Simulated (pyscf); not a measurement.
This saddle point was located with ωB97X-D3(BJ)/def2-SVP in PySCF.

```
B
H 1 1.2089
H 1 1.2110 2 124.20
H 1 1.2505 2 105.14 3 118.49
H 1 1.2505 2 105.13 4 123.05
As 4 1.9240 1 88.16 2 108.01
H 6 1.5249 4 120.98 1 58.10
H 6 1.5249 7 90.80 5 -122.06
```
Charge 0, spin multiplicity 1.

Surface: singlet, charge 0. Lowest wavenumbers (cm⁻¹): 576i, 189, 358, 480, 760.

Task: What reaction is this the transition state of?

Result: AsH₃ + BH₃ ⇌ AsH₃ + BH₃, a four-centre exchange read from left to right: As–H, B–H broken and As–H, B–H formed. At CCSD(T)/def2-TZVPP + ΔMP2(QZVPP) it lies +8.5 kcal/mol from the left side and +8.5 kcal/mol from the right (each side as separated species at their lowest minima found). On the reactant side the descent ends in an adduct with a As–B, B–H contact, 5.2 kcal/mol under the separated species and 10.6 kcal/mol under the saddle at ωB97X-D3(BJ)/def2-TZVP. On the product side the descent ends in an adduct with a As–B, B–H contact, 5.2 kcal/mol under the separated species and 10.6 kcal/mol under the saddle at ωB97X-D3(BJ)/def2-TZVP. What is counted as formed (B–H) is already present as a longer contact in the reactant adduct; forming that adduct is a step of its own. What is counted as broken (B–H) persists as a longer contact in the product adduct; parting that adduct is a step of its own. At ωB97X-D3(BJ) the barrier from the zero used here is 5.4 kcal/mol. This is the saddle that the search found; another between the same sides may lie lower. The CCSD(T) − MP2 part came from Ansatz, without density fitting, on the same reference. The frozen core leaves the outer d or s,p core shells of the metals and heavy elements correlated in the MP2 and CC values, and def2-TZVPP describes them poorly, which can shift differences by a few kcal/mol. Elements up to Kr have no core potential and no relativistic terms here.
